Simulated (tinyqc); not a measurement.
Hueckel theory of the pi electrons with the omega technique, for the molecule c1cnsc1 (SMILES; centres numbered as the heavy atoms are written), step by step. One step of it, computed by the program tinyqc.

Problem. Omega technique, round 1. h_r = h_r(0) + omega q_r, omega = 1, with q_r = z_r - P_rr; 0.3 of the old diagonal is kept.

Hueckel matrix in units of beta (H = alpha + beta A), order 1C, 2C, 3N, 4S, 5C:
```
[[0.000000, 1.000000, 0.000000, 0.000000, 1.000000],
 [1.000000, 0.000000, 1.000000, 0.000000, 0.000000],
 [0.000000, 1.000000, 0.500000, 0.650000, 0.000000],
 [0.000000, 0.000000, 0.650000, 1.000000, 0.650000],
 [1.000000, 0.000000, 0.000000, 0.650000, 0.000000]]
```

charge and bond-order matrix P, order 1C, 2C, 3N, 4S, 5C:
```
[[1.102137, 0.575761, -0.134218, -0.209366, 0.772152],
 [0.575761, 0.968624, 0.761452, -0.296150, -0.000705],
 [-0.134218, 0.761452, 1.291070, 0.407702, -0.388888],
 [-0.209366, -0.296150, 0.407702, 1.671415, 0.501441],
 [0.772152, -0.000705, -0.388888, 0.501441, 0.966754]]
```

Centres:
```
centre  z_r, pi electrons of the neutral centre         h
1C                                            1  0.000000
2C                                            1  0.000000
3N                                            1  0.500000
4S                                            2  1.000000
5C                                            1  0.000000
```

Give: matrix after round 1.

Solution.

matrix after round 1, order 1C, 2C, 3N, 4S, 5C:
```
[[-0.071, 1.000, 0.000, 0.000, 1.000],
 [1.000, 0.022, 1.000, 0.000, 0.000],
 [0.000, 1.000, 0.296, 0.650, 0.000],
 [0.000, 0.000, 0.650, 1.230, 0.650],
 [1.000, 0.000, 0.000, 0.650, 0.023]]
```
